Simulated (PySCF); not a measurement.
Molecule: 3-butyn-2-one, C₄H₄O.

Structure with atom numbers: `[CH:1]#[C:2][C:3]([CH3:4])=[O:5]` (H(Xn): hydrogen on atom n).

Geometry PBE0-D3(BJ)/def2-SVP throughout; GIAO in PySCF 2.14, gas phase, one conformer, non-relativistic; equivalent atoms averaged; basis pcSseg-2.

Q: How do the shifts δ (against TMS, H2O at the same level) depend on the functional? (ppm; last column core-seconds on shared hosts with different chips, so compare them loosely)

A: 
```tsv
functional	kind	C3	C1	C2	C4	O5	H(C1)	H(C4)	core-s
HF	Hartree–Fock	192.7	89.3	77.6	32.4	684.9	3.47	2.25	8.6
LDA	LDA	197.2	87.3	93.0	37.6	721.2	2.66	2.35	15
PBE	GGA	190.1	81.5	87.3	36.3	692.7	2.70	2.31	30
BLYP	GGA	190.5	79.0	85.9	36.1	688.0	2.72	2.31	27
BP86	GGA	189.6	81.2	86.8	36.3	687.0	2.74	2.31	30
OPBE	GGA	183.4	80.2	84.7	35.0	668.2	2.74	2.31	20
KT2	GGA	177.8	75.2	80.5	34.5	641.6	2.92	2.26	20
KT3	GGA	176.6	73.5	78.8	33.9	634.1	2.88	2.27	20
B97-D	GGA	184.8	77.6	83.1	35.3	660.4	2.77	2.30	20
B3LYP	global hybrid	192.9	82.1	85.5	35.6	697.2	2.81	2.29	15
PBE0	global hybrid	192.7	84.8	86.4	35.5	702.3	2.83	2.29	15
mPW1PW91	global hybrid	192.7	84.8	86.2	35.5	701.6	2.84	2.28	15
WP04	global hybrid	192.2	80.3	80.9	35.4	665.7	2.86	2.26	23
B97-2	global hybrid	188.9	82.1	84.0	35.0	680.5	2.84	2.28	22
BHandHLYP	global hybrid	194.4	85.6	83.6	34.5	700.4	3.02	2.28	22
CAM-B3LYP	range-separated hybrid	197.1	85.1	86.8	35.7	703.1	2.87	2.29	30
wB97X-D	range-separated hybrid	194.7	85.2	86.3	35.9	700.9	2.89	2.27	29
LC-wPBE	range-separated hybrid	200.9	90.0	89.2	36.2	705.0	2.83	2.26	45
```

Q: Which nucleus moves most, in ppm?

A: O5 (ketone oxygen): from 634.1 ppm with KT3 to 721.2 ppm with LDA. The smallest spread is 0.10 ppm, at H(C4). Proton shifts span only some 12 ppm, so a few tenths of a ppm matter as much there as several ppm in carbon.
